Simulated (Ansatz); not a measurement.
# BH₂S₂ radical: one species, many methods

The task here is to estimate one member of a computed series from the others.

Method: functionals in def2-TZVPP, the program's frozen cores in correlated methods; program: Ansatz 0.2.0, Gaussian basis.

Plan: LDA (SPW92), PBE-D4, revPBE-D4, BLYP-D4, r2SCAN-D4, B97M-V, PBE0-D4, B3LYP-D4, r2SCANh-D4, r2SCAN0-D4, HSE06-D4, BHLYP-D4, CAM-B3LYP-D4, LC-ωPBE, ωB97X-V, ωB97M-V, B2PLYP, PBE-QIDH; CCSD(T)/def2-SVP; CCSD(T)/def2-TZVPP; CCSD(T)/def2-QZVPP; extrapolation to the limit; RPA on PBE.

## Structure used throughout

The geometry comes from an earlier relaxation with PBE0-D4 in a triple-zeta def2 set; it is a stationary point.

SMILES `S[B]S`, 5 atoms, charge 0, spin multiplicity 2.

Atoms are counted from 1 here; the program's logs count them from 0.

Bond lengths: S1–B2 1.749 Å, S1–H4 1.357 Å, B2–S3 1.749 Å, S3–H5 1.356 Å. Angles: B2–S1–H4 100.3°, S1–B2–S3 139.9°, B2–S3–H5 100.3°.

Geometry (Å):

```xyz
5

S    -1.5721    0.1114   -0.6023
B     0.0199    0.8351   -0.5628
S     1.6001    0.5539    0.1326
H    -1.3635   -0.9774    0.1795
H     1.3654   -0.5967    0.8117
```

The first run:

in.yaml reads:

```yaml
crystal:
  periodic: [false, false, false]
  atoms:
    - {symbol: S, position_ang: [-1.572084, 0.111365, -0.602338]}
    - {symbol: B, position_ang: [0.019881, 0.835126, -0.562761]}
    - {symbol: S, position_ang: [1.600122, 0.553890, 0.132577]}
    - {symbol: H, position_ang: [-1.363464, -0.977382, 0.179455]}
    - {symbol: H, position_ang: [1.365444, -0.596699, 0.811667]}
basis:
  gaussian: {orbitals: def2-TZVPP}
magnetization: {spin_polarized: true, initial_magnetization: 1}
hamiltonian: {xc: lda}
output: {orbitals: {seedname: orbitals}}
```

On the command line:

```bash
$ ansatz run in.yaml --threads 2 --pin off --events-out ev --progress --plain --max-ram 32768MiB --backend cpu
```

Among the steps run: LDA; PBE-D4 (GGA); revPBE-D4 (GGA); BLYP-D4 (GGA); r2SCAN-D4 (meta-GGA); B97M-V (meta-GGA); PBE0-D4 (hybrid); B3LYP-D4 (hybrid); r2SCANh-D4 (hybrid); r2SCAN0-D4 (hybrid); HSE06-D4 (hybrid); BHLYP-D4 (hybrid); CAM-B3LYP-D4 (range-separated); LC-ωPBE (range-separated); ωB97X-V (range-separated); ωB97M-V (range-separated); B2PLYP (double hybrid); PBE-QIDH (double hybrid).

One table of the session follows, with a row left open; its other results are not shown here.

It belongs to the step «Orbital energies across the functionals». 

| functional | HOMO (eV) | LUMO (eV) | gap (eV) |
| --- | --- | --- | --- |
| LDA (SPW92) | ? | ? | ? |
| PBE-D4 | -5.01 | -3.02 | 1.99 |
| revPBE-D4 | -4.99 | -2.88 | 2.11 |
| BLYP-D4 | -4.82 | -3.06 | 1.76 |
| r2SCAN-D4 | -5.39 | -2.45 | 2.94 |
| B97M-V | -5.07 | -3.08 | 1.99 |
| PBE0-D4 | -6.20 | -2.01 | 4.18 |
| B3LYP-D4 | -5.91 | -2.45 | 3.47 |
| r2SCANh-D4 | -5.82 | -2.14 | 3.69 |
| r2SCAN0-D4 | -6.48 | -1.67 | 4.81 |
| HSE06-D4 | -5.80 | -2.40 | 3.40 |
| BHLYP-D4 | -7.23 | -1.19 | 6.04 |
| CAM-B3LYP-D4 | -7.44 | -1.14 | 6.30 |
| LC-ωPBE | -8.89 | 0.34 | 9.23 |
| ωB97X-V | -8.34 | -0.24 | 8.10 |
| ωB97M-V | -7.97 | -0.40 | 7.58 |

Q: Estimate the row for LDA (SPW92) from the others.

**Answer.** HOMO (eV): -4.96; LUMO (eV): -3.48; gap (eV): 1.48. In the column «HOMO (eV)» it lies between revPBE-D4 (-4.99) and BLYP-D4 (-4.82).
